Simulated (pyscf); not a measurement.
**Four-centre exchange: `[CH3][CH2][SiH3]` + `[ClH]` → `[CH3][CH2][SiH2][Cl]` + `[H][H]`**

Gas phase, singlet surface, charge 0. Bonds broken: Si3–H9, Cl12–H13. Bonds formed: Si3–Cl12, H9–H13. Single points on ωB97X-D3(BJ)/def2-SVP structures (PySCF, gas phase).

Transition state (Å):

```xyz
13

C     -1.3593    -0.1091    -1.1970
C     -0.1271    -0.0691    -0.2880
Si    -0.4941     0.5471     1.4395
H     -2.1413    -0.7752    -0.7970
H     -1.0953    -0.4790    -2.2001
H     -1.8075     0.8901    -1.3155
H      0.3542    -1.0542    -0.1831
H      0.6571     0.5894    -0.6986
H      0.2381     2.0283     1.9690
H     -0.8498    -0.3263     2.5785
H     -1.6692     1.4792     1.2904
Cl     1.9244     0.0510     2.0178
H      0.9521     1.4960     2.0613
```

One imaginary mode, 910i cm⁻¹; descent along it reached the two sides named.

```
bond      change  reactant side (Å)  saddle  product side
--------  ------  -----------------  ------  ------------
Si3–H9    breaks              1.499   1.735           3.7
Cl12–H13  breaks              1.285   1.742           2.9
Si3–Cl12   forms                3.7   2.536         2.078
H9–H13     forms              2.239   0.895         0.761
```

Electronic energies relative to the separated reactants (eV):

```json
[
 {"level": "ωB97X-D3(BJ)/def2-TZVP", "barrier": "1.40", "reaction energy": "-0.94", "reverse barrier": "2.35"},
 {"level": "PBE/def2-TZVP", "barrier": "1.20", "reaction energy": "-0.82", "reverse barrier": "2.02"},
 {"level": "r²SCAN/def2-TZVP", "barrier": "1.25", "reaction energy": "-0.91", "reverse barrier": "2.16"},
 {"level": "B3LYP-D3(BJ)/def2-TZVP", "barrier": "1.38", "reaction energy": "-0.87", "reverse barrier": "2.24"},
 {"level": "PBE0-D3(BJ)/def2-TZVP", "barrier": "1.27", "reaction energy": "-0.86", "reverse barrier": "2.13"},
 {"level": "M06-2X/def2-TZVP", "barrier": "1.39", "reaction energy": "-0.95", "reverse barrier": "2.34"},
 {"level": "ωB97M-D3(BJ)/def2-TZVP", "barrier": "1.44", "reaction energy": "-0.85", "reverse barrier": "2.29"},
 {"level": "HF/def2-TZVP", "barrier": "2.18", "reaction energy": "-0.74", "reverse barrier": "2.92"}
]
```

With ωB97M-D3(BJ)/def2-TZVP energies and thermal terms (ideal gas, 1 atm, RRHO with modes under 100 cm⁻¹ raised to 100, one conformer, R ln 2 for rigid chiral ones), in eV:

| T (K) | ΔH‡ | ΔG‡ | ΔH | ΔG |
|---|---|---|---|---|
| 298 | 1.43 | 1.87 | -0.90 | -0.82 |
| 600 | 1.43 | 2.31 | -0.87 | -0.76 |
| 900 | 1.44 | 2.75 | -0.84 | -0.71 |
| 1200 | 1.46 | 3.19 | -0.83 | -0.66 |

H₃C–CH₂–SiH₃ lies 0.56 eV over its isomer H₃C–SiH₂–CH₃, and others may lie lower still (electronic energy, ωB97M-D3(BJ)). This is the saddle that the search found; another between the same sides may lie lower.
